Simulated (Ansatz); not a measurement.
System: zinc-blende HgTe. Method: r²SCAN in Ansatz (PAW).

A relaxed, unreconstructed slab of the (110) face has 16 atoms, two equal faces of 30.539 Å² each and an energy of -166583.7884 eV. A bulk cell of 4 atoms with the same orientation and in-plane k mesh has -41646.0888 eV. Energies are extrapolated to zero smearing.

Numerical settings: plane-wave cutoff 500 eV, 8×10×1 k mesh (along the axes of the cell as run), Fermi–Dirac smearing 0.05 eV, scalar-relativistic PAW data made under PBE.

Worked out: γ = (E_slab − N E_bulk per atom)/2A = [-166583.7884 − 16 × (-41646.0888/4)]/(2 × 30.539) = 0.0093 eV/Å². With 16.022 J/m² per eV/Å² this is 0.15 J/m², or 0.28 eV per surface cell and face.

Ansatz is an electronic-structure program.
